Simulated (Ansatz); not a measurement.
**C₂H₇Si+ (SMILES [CH2+]C[SiH3]): a short trajectory**

Aim: follow the atoms for 60 steps of 0.5 fs with a Nosé-Hoover thermostat, with velocities drawn for 500 K.

Computed with Ansatz 0.2.0, Gaussian basis. Level: PBE0-D4/def2-SVP.

### Step 1. The system as given

10 atoms, charge 1, spin multiplicity 1.

Atoms are counted from 1 here; the program's logs count them from 0.

Bond lengths: C1–C2 1.347 Å, C1–H4 1.079 Å, C1–H5 1.079 Å, C2–H6 1.080 Å, C2–H7 1.080 Å, Si3–H8 1.458 Å, Si3–H9 1.458 Å, Si3–H10 1.460 Å. Angles: C2–C1–H4 121.7°, C2–C1–H5 121.8°, H4–C1–H5 116.0°, C1–C2–H6 121.2°, C1–C2–H7 121.4°, H6–C2–H7 115.9°, H8–Si3–H9 118.9°, H8–Si3–H10 117.2°, H9–Si3–H10 116.7°.

Coordinates:

```xyz
10
C2H7Si
C    -0.5966    0.4031   -0.9956
C    -1.1006   -0.2173    0.0890
Si    1.2050   -0.1302    0.6398
H    -0.3303   -0.1421   -1.8882
H    -0.5614    1.4793   -1.0708
H    -1.3024   -1.2786    0.0841
H    -1.5337    0.3413    0.9062
H     1.4491    1.2893    0.8643
H     1.9266   -0.8077   -0.4306
H     0.8442   -0.9371    1.8018
```

### Step 2. The run

md/in.yaml

```yaml
crystal:
  periodic: [false, false, false]
  atoms:
    - {symbol: C, position_ang: [-0.596560, 0.403070, -0.995620]}
    - {symbol: C, position_ang: [-1.100600, -0.217310, 0.089020]}
    - {symbol: Si, position_ang: [1.205040, -0.130200, 0.639830]}
    - {symbol: H, position_ang: [-0.330310, -0.142140, -1.888200]}
    - {symbol: H, position_ang: [-0.561440, 1.479260, -1.070810]}
    - {symbol: H, position_ang: [-1.302400, -1.278550, 0.084120]}
    - {symbol: H, position_ang: [-1.533750, 0.341310, 0.906160]}
    - {symbol: H, position_ang: [1.449140, 1.289350, 0.864300]}
    - {symbol: H, position_ang: [1.926640, -0.807690, -0.430600]}
    - {symbol: H, position_ang: [0.844220, -0.937100, 1.801800]}
basis:
  gaussian: {orbitals: def2-SVP}
total_charge: 1
hamiltonian: {xc: pbe0, dispersion: d4}
md: {n_steps: 60, timestep: 0.5, temperature: 500, ensemble: nvt_nose_hoover, seed: 360, initial_velocities: maxwell_boltzmann}
```

Started as:

```console
$ ansatz run in.yaml --threads 2 --pin off --events-out ev --progress --plain --max-ram 3481MiB
```

Q: Predict the outcome of this session. Wanted: temperature at the start; mean temperature, second half; lowest and highest potential energy, from the first frame; largest change of potential + kinetic.

The runs gave:

```
                                                 quantity              value
                                                   length  60 steps, 30.0 fs
                                 temperature at the start              500 K
                            mean temperature, second half              373 K
lowest and highest potential energy, from the first frame      0 and 336 meV
                    largest change of potential + kinetic           15.2 meV
```

In words: The thermostat trades energy with the molecule, so the sum of potential and kinetic energy isn't conserved: it changes by +14 meV over the run. The mean temperature of the second half is still well below the 500 K set. The temperature runs between 179 and 500 K. The molecule keeps its bonds.
